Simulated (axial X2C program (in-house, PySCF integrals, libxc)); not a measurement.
**What spin–orbit coupling does to NaO**

Calculated with an in-house all-electron X2C program for linear molecules (integrals from PySCF). Spin-free means the one-electron spin-free X2C Hamiltonian; two-component (2c) means X2C with spin–orbit coupling and atomic mean-field two-electron Coulomb and Gaunt terms, so the difference of the two also holds small scalar two-electron terms. Basis: Na dyall-cv3z [9s8p5d2f], O dyall-av3z [7s6p3d2f] (cores contracted in-house); Gaussian nuclei, density fitting, unrestricted open shells. Masses: Na 22.990 u, O 15.995 u.

Spin-free state: M_S = 1/2, Λ = 1 (beyond evenly filled blocks: π+α, π+β, π-α); fragments Na + O.

| level | Re (Å) | ωe (cm⁻¹) | De (eV) | μ (D) |
| --- | --- | --- | --- | --- |
| PBE0 | 2.052 | 490.4 | 2.449 | -7.96 |
| HF | 2.047 | 508.8 | 0.797 | -8.60 |
| MP2 | 2.058 | 490.0 | 2.704 | n/a |
| CCSD(T) | 2.056 | 492.7 | n/a | n/a |
| BHandHLYP | 2.035 | 510.4 | 2.316 | -8.17 |

Correlated methods: 15 electrons correlated (number of frozen shells: Na 1 s; O 1 s), 219 virtual spin orbitals or spinors in MP2, 90 natural virtuals in coupled cluster.

Dipoles are positive if O is the positive end.

(1) Within this multiplet, which Ω should lie lowest by the rule for regular and inverted multiplets?

Two-component determinant lowest at the distance of the search:

Ω = 3/2 (⟨Sz⟩ = 0.50, ⟨Lz⟩ = 1.00 at HF); fragments Na + O.

| level | Re (Å) | ωe (cm⁻¹) | De (eV) | μ (D) |
| --- | --- | --- | --- | --- |
| PBE0 | 2.052 | 490.3 | 2.456 | -7.96 |
| HF | 2.047 | 508.7 | 0.803 | -8.60 |
| MP2 | 2.058 | 489.9 | 2.707 | n/a |
| CCSD(T) | 2.055 | 494.4 | n/a | n/a |
| BHandHLYP | 2.036 | 510.3 | 2.322 | -8.17 |

(2) From the two tables, how do the constants change at the CCSD(T) level (2c against spin-free)?

Occupations by symmetry block were frozen at the best pattern of an incomplete PBE0 search. Dissociation energies refer to the lowest single-determinant-based atoms at the same level and basis. De is not given where an atomic determinant may have missed its ground term or J level, or where the truncated virtual space spoils (T). Density functionals use the spin component along the axis (collinear). CCSD and (T) use frozen natural virtuals with an MP2 correction for the truncation; (T) itself is uncorrected, so its De runs slightly low. In 2c an atomic determinant is not the ground J level, so De misses part of the atomic spin–orbit lowering. This holds for PBE0, BHandHLYP. PBE0 can misorder states that lie within some tenths of an eV, so this need not be the ground state of the molecule. The nearest other spin-free determinant of the search, M_S = 1/2, Λ = 0, lies 0.18 eV up at the distance of the search. The functionals have no current-density term, which raises determinants with orbital currents, atoms included.

## Answers

(1) The open π shell holds three electrons, one hole, so the multiplet is inverted: Ω = Λ + 1/2 = 3/2. The PBE0 2c search agrees, though Ω = 1/2 of the search lies only 0.02 eV higher.

(2) At the CCSD(T) level Re goes down by 0.001 Å and ωe goes up by 1.7 cm⁻¹.
